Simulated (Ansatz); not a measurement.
The cluster AlO₂H⁻. Total charge -1; doublet. Geometry PBE-D4/def2-TZVP, that of the neutral singlet; atoms count from 1.

```xyz
4

Al   -0.331   -0.491   -0.148
O    -1.462   -1.558   -0.588
O     0.921    0.544    0.322
H     0.873    1.505    0.415
```

The highest occupied level of the charge -1 doublet lies above zero (up to 0.70 eV). By energy differences its removal costs 0.91 eV (vertical, to the charge 0 singlet, at PBE0-D4/def2-TZVPD); a positive level beside a positive removal energy at the same level points to self-interaction error. The structure comes from a short search, and lower isomers may exist.

**Question.** Estimate the Mulliken populations from the PBE0/def2-TZVPD orbitals of Ansatz.

**Answer.** 
| atom | charge (e) | spin (α − β) |
| --- | --- | --- |
| Al1 | -0.50 | 1.17 |
| O2 | -0.85 | 0.32 |
| O3 | 0.21 | -0.60 |
| H4 | 0.14 | 0.12 |
Mulliken values and Mayer orders depend strongly on the basis. With diffuse functions, as here, like atoms can get unlike values, and bond orders can come out too low or too high.

**Question.** Where does the spin sit?

**Answer.** Summed by element: Al 1.17, O -0.28, H 0.12, of 1 unpaired in all. Largest on single atoms: Al1 1.17, O3 -0.60, O2 0.32.

**Question.** And the Mayer bond orders between bonded heavy atoms (over 0.3)?

**Answer.** Al1–O2 2.70 (1.62 Å).
